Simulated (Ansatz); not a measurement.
Band gap of some tetrahedrally bonded semiconductors and semimetals

Method: r²SCAN-D4 (Ansatz, an electronic-structure program, PAW). References are measured gaps from which a computed or estimated zero-point shift was taken out, by their sources or here, so that they lie as a rule above the printed measurements. The table is a random draw of 6 from 11 solids with such references.

Values in eV.

```
solid                               reference  r²SCAN-D4  error (eV)
----------------------------------  ---------  ---------  ----------
zinc-blende ZnS                          3.94       2.76       -1.18
wurtzite GaN                             3.68       2.42       -1.26
zinc-blende GaN (metastable phase)       3.48       2.24       -1.24
3C-SiC                                   2.53       1.71       -0.82
wurtzite CdS                            2.64¶       1.66       -0.98
zinc-blende GaP                          2.43       1.83       -0.60
```

Over these 6 solids the mean error is -1.01 eV, the mean absolute error 1.01 eV (median 1.08 eV), and the worst case wurtzite GaN at -1.26 eV; the value is below the reference in 6 of 6 cases. Over all 11, from unrounded values, the mean error is -1.06 eV and the mean absolute error 1.06 eV (median 0.98 eV).

¶ marks references of a special kind: wurtzite CdS, 2.64 eV (measured, zero-point renormalisation of 0.068 eV removed from the gap extrapolated to 0 K (as printed); as tabulated in X. Ren, F. Merz, H. Jiang et al., All-electron periodic G0W0 implementation …).

Differences are worked out from the printed values.

Semilocal Kohn–Sham gaps run low as a rule, and all computed gaps are for a static lattice, while measured ones hold electron–phonon shifts unless said otherwise.

Spin–orbit coupling is included only where a level's name says +SOC; with heavier elements it mostly lowers gaps and can invert bands. Each level is taken at its own relaxed cell. Ansatz's density-functional and Hartree–Fock values are scalar-relativistic unless marked +SOC, with PAW data made under PBE.

Ansatz's runs of these crystals have no spin polarisation.

Not in this set, of the tetrahedrally bonded semiconductors and semimetals with a reference value in our tables and a result at some level: 15 for a reference of another kind, counted apart; 7 for spin–orbit coupling left out; 2 for no value at r²SCAN-D4 (not run, a failed fit, an unstable or unbound cell, or a value held back for tests); 1 for sources at odds; 1 for a measured value of zero; 1 for a high-temperature or high-pressure phase. These can be a level's best or worst cases. At least 6 more with a reference value are held back for tests. Solids without a released value at any level aren't counted. Without +SOC, gaps count where the solid holds none of Ge, As, Se, Br, Sn, Sb, Te, I or the elements past barium, or holds Ge, As, Se or Br with a gap over 4 eV. Layered and molecular crystals are counted apart. The metals Ce to Yb are counted apart.

References as tabulated in, or derived from, Chen et al. (2018), doi:10.1103/physrevmaterials.2.073803; Vurgaftman et al. (2001), doi:10.1063/1.1368156; X. Ren, F. Merz, H. Jiang et al., All-electron periodic G0W0 implementation ….
